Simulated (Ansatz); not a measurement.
A made-up structure of Mg2H2O, closed shell:

```
5
angstrom
O -2.5300 -0.4361 -0.5912
Mg -0.6260 -0.1084 -0.1467
Mg 2.4277 0.4187 0.5675
H -3.5486 -0.6120 -0.8295
H 4.2769 0.7379 1.0000
```

It is relaxed with PBE-D4/def2-SVP and then PBE0-D4/def2-TZVP (Ansatz 0.2.0). Atoms count as bonded within 1.22 times the sum of their covalent radii (H–H: 0.88 Å). The end point is not checked to be a true minimum.

(1) Does its bonding change? (Judge from chemistry; the calculation decides.)

Answers

(1) Computed: No: no bond forms or breaks.

Where it ends: The first stage lowers the energy by 0.79 eV in 5 steps. It ends as Mg₂H₂O ([OH][Mg][MgH]):
```
5
angstrom
O -2.2589 -0.3894 -0.5279
Mg -0.5591 -0.0965 -0.1307
Mg 2.1676 0.3739 0.5067
H -3.1683 -0.5467 -0.7408
H 3.8187 0.6587 0.8927
```

Labels in which every atom is bracketed show which atoms are joined, not bond orders.

For scale, one of the runs: PBE0-D4/def2-TZVP relaxation, 107 basis functions, launched by `ansatz run in.yaml --threads 2 --pin off --events-out ev --progress --plain --max-ram 4352MiB`. Hardware: 2 CPU threads of an Arm Neoverse V2, shared host. Wall time about 6.5 s.
